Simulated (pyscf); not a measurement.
5 gas-phase steps of one pattern: four-centre exchange on the singlet surface, H–H + O–Si or H–H + O–Sn or H–H + S–Sn broken and H–O + H–Si or H–O + H–Sn or H–S + H–Sn formed. PySCF, gas phase, ωB97X-D3(BJ)/def2-SVP geometries. Electronic energies in kJ/mol, from the separated reactants; ΔE‡ and ΔE at ωB97M-D3(BJ)/def2-TZVP. Rows were drawn at random from the steps of this pattern with a verified saddle, stable references and no exit in the data more than 5 kcal/mol lower.

```json
[
 {"row": "1", "step": "HO–SnH₃ + H₂ → SnH₄ + H₂O", "ΔE": "-8.6", "ΔE‡": "142.6"},
 {"row": "2", "step": "HS–SnH₂–GeH₃ + H₂ → H₃Ge–SnH₃ + H₂S", "ΔE": "+33.8", "ΔE‡": "212.8"},
 {"row": "3", "step": "HO–SiH₂–O–SiH₂–F + H₂ -> F–SiH₂–O–SiH₃ + H₂O", "ΔE": "+93.9", "ΔE‡": "231.9"},
 {"row": "4", "step": "HO–SiH(Cl)–Cl + H₂ -> Cl–SiH₂–Cl + H₂O", "ΔE": "+94.8", "ΔE‡": "?"},
 {"row": "5", "step": "HO–SiH(OH)–OH + H₂ -> HO–SiH₂–OH + H₂O", "ΔE": "+103.7", "ΔE‡": "222.8"}
]
```

Problem. Fit ΔE‡ = a + b·ΔE to the other rows and predict row 4.

Solution. Over the 4 complete rows the means are +55.7 (ΔE) and 202.5 (ΔE‡); least squares gives b = 0.68 and a = 164.6 kJ/mol, with residuals of 16.3 kJ/mol (root mean square; largest 25.2, row 2). For row 4: 164.6 + 0.68 × (+94.8) = 229.1 kJ/mol. The computed barrier is 229.2 kJ/mol, 0.1 over the line. The scatter is large against the spread of the barriers, so the line says little here. Each barrier is that of the saddle found. Elements up to Kr have no core potential and no relativistic terms here. Elements past Kr carry the def2 core potentials, without spin-orbit coupling.
